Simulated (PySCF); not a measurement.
# Gas-phase XPS of hydrogen sulfate, computed

Species: hydrogen sulfate, HO4S (charge -1).
Numbering: `[O:1]=[S:2](=[O:3])([O-:4])[OH:5]`

Method used: delta-SCF UKS SCAN, pcX-2 on the ionised atom, pcseg-1 elsewhere, spin-free X2C (PySCF). Vertical ΔSCF values, vacuum level as zero.

**Question.** List the computed XPS lines with their assignment.

**Answer.** 
```csv
atom(s),environment,level,binding energy (eV),2p1/2 (eV),above the level's lowest (eV),count
O1/O3/O4,oxygen bonded to S,O 1s,532.25,–,0.00,3
S2,sulfonyl sulfur,S 2p3/2,169.21,170.45,0.00,1
S2,sulfonyl sulfur,S 1s,2478.41,–,0.00,1
O5,hydroxyl oxygen,O 1s,533.99,–,+1.74,1
```

The listed O 1s values span 1.74 eV, from O1/O3/O4 (bonded to S) to O5 (bonded to S and H). Summing the Pauling electronegativity differences to the bonded atoms, each weighted by its formal bond order, gives -1.43 for the lowest site and -2.10 for the highest; the largest sum, -1.43, belongs to O1/O3/O4, 1.74 eV below the top. The smallest sum, -2.10, belongs to O5, 1.74 eV above the lowest.

**Question.** Which photon wavelength matches the O 1s of O5 threshold?

**Answer.** λ = hc/E = 12398.42 eV Å / 533.99 eV = 23.218 Å.

One atom of each set of topologically equivalent atoms was ionised and stands for the set; in this conformer not all members are related by symmetry, and their own values weren't computed. Spin–orbit and ligand-field terms were added within each 2p shell after the spin-free SCF. 2p1/2 minus 2p3/2 (ligand field included): S 1.23 eV. The species carries charge -1, so core ionisation leaves a neutral species. The basis sets have no added diffuse functions. Isolated species at its PBE0-D3(BJ)/def2-SVP geometry, gas phase. The geometry's basis has no diffuse functions, a weakness for an anion.

Shape of the structure used: `[O:1]=[S:2](=[O:3])([O-:4])[OH:5]`: H–O5–S2–O1 -112°.
